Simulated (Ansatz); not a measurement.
**AlBH₃ radical: single points off equilibrium**

The atoms stand at a structure displaced at random from a GFN2-xTB minimum. How far do the functionals agree with CCSD(T) there?

Program: Ansatz 0.2.0, Gaussian basis. Level of theory: single points in def2-TZVPP. These are calculated values, not measurements.

Correlated methods freeze the cores. Orbitals are unrestricted.

## Step 1: Where the work starts

5 atoms, charge 0, spin multiplicity 2.

Atoms are counted from 1 here; the program's logs count them from 0.

Bond lengths: B1–Al2 2.005 Å, B1–H3 1.191 Å, B1–H4 1.229 Å, Al2–H5 1.678 Å. Angles: Al2–B1–H3 117.9°, Al2–B1–H4 118.2°, H3–B1–H4 123.9°, B1–Al2–H5 179.4°.

Coordinates:

```xyz
5

B    -0.24140   -0.85840    0.20250
Al    0.29300    1.02570   -0.22770
H    -1.26870   -1.02720    0.78120
H     0.51050   -1.76830   -0.14090
H     0.74100    2.59840   -0.60610
```

## Step 2: CCSD(T)/def2-TZVPP

File run/in.yaml:

```yaml
crystal:
  periodic: [false, false, false]
  atoms:
    - {symbol: B, position_ang: [-0.241400, -0.858400, 0.202500]}
    - {symbol: Al, position_ang: [0.293000, 1.025700, -0.227700]}
    - {symbol: H, position_ang: [-1.268700, -1.027200, 0.781200]}
    - {symbol: H, position_ang: [0.510500, -1.768300, -0.140900]}
    - {symbol: H, position_ang: [0.741000, 2.598400, -0.606100]}
basis:
  gaussian: {orbitals: def2-TZVPP}
magnetization: {spin_polarized: true, initial_magnetization: 1}
correlation: {method: ccsd_t}
scf: {omitted_lower_state_checks: [cluster_reference]}
output: {forces: true}
```

No record of the launch command was kept for these runs.

## Step 3: PBE0-D4/def2-TZVPP

Edit run/in.yaml of step 2 so:

```diff
@@ -11,4 +11,3 @@
 magnetization: {spin_polarized: true, initial_magnetization: 1}
-correlation: {method: ccsd_t}
-scf: {omitted_lower_state_checks: [cluster_reference]}
-output: {forces: true}
+hamiltonian: {xc: pbe0, dispersion: d4}
+output: {forces: true, orbitals: {seedname: orbitals}}
```

## Step 4: wB97M-V/def2-TZVPP

Edit run/in.yaml of step 3 so:

```diff
@@ -11,3 +11,3 @@
 magnetization: {spin_polarized: true, initial_magnetization: 1}
-hamiltonian: {xc: pbe0, dispersion: d4}
-output: {forces: true, orbitals: {seedname: orbitals}}
+hamiltonian: {xc: {name: wB97M-V}}
+output: {forces: true}
```

## Step 5: r2SCAN-D4/def2-TZVPP

Edit run/in.yaml of step 4 so:

```diff
@@ -11,3 +11,3 @@
 magnetization: {spin_polarized: true, initial_magnetization: 1}
-hamiltonian: {xc: {name: wB97M-V}}
+hamiltonian: {xc: r2scan, dispersion: d4}
 output: {forces: true}
```

## Step 6: PBE-D4/def2-TZVPP

Edit run/in.yaml of step 5 so:

```diff
@@ -11,3 +11,3 @@
 magnetization: {spin_polarized: true, initial_magnetization: 1}
-hamiltonian: {xc: r2scan, dispersion: d4}
+hamiltonian: {xc: pbe, dispersion: d4}
 output: {forces: true}
```

## Step 7: SPW92/def2-TZVPP

Edit run/in.yaml of step 6 so:

```diff
@@ -11,3 +11,3 @@
 magnetization: {spin_polarized: true, initial_magnetization: 1}
-hamiltonian: {xc: pbe, dispersion: d4}
+hamiltonian: {xc: lda}
 output: {forces: true}
```

## Step 8: CAM-B3LYP-D4/def2-TZVPP

Edit run/in.yaml of step 7 so:

```diff
@@ -11,3 +11,3 @@
 magnetization: {spin_polarized: true, initial_magnetization: 1}
-hamiltonian: {xc: lda}
+hamiltonian: {xc: {name: CAM-B3LYP}, dispersion: d4}
 output: {forces: true}
```

(Steps that only read results are left out.)

What does the calculation give? Wanted: energy less free atoms, CCSD(T)/def2-TZVPP; RMS force component; RMS force error; HOMO and LUMO, PBE0-D4; T1 diagnostic.

The runs gave:

| quantity | value |
| --- | --- |
| energy less free atoms, CCSD(T)/def2-TZVPP | -1203.2 kJ/mol |
| RMS force component | 0.359 to 0.481 eV/Å over the methods |
| RMS force error | PBE0-D4 0.075, wB97M-V 0.088, r2SCAN-D4 0.072, PBE-D4 0.118, SPW92 0.211, CAM-B3LYP-D4 0.104 eV/Å |
| HOMO and LUMO, PBE0-D4 | -5.30 and -2.39 eV |
| T1 diagnostic | 0.022 |

What this shows: Against CCSD(T) the functionals' energies less atoms differ by -189.0 to -37.6 kJ/mol, PBE-D4 by -55.5 kJ/mol. The reference is not at the basis limit: in triple zeta CCSD(T) underbinds, which counts against methods that bind more; the gaps are no ranking. On forces the order runs from r2SCAN-D4 to SPW92.
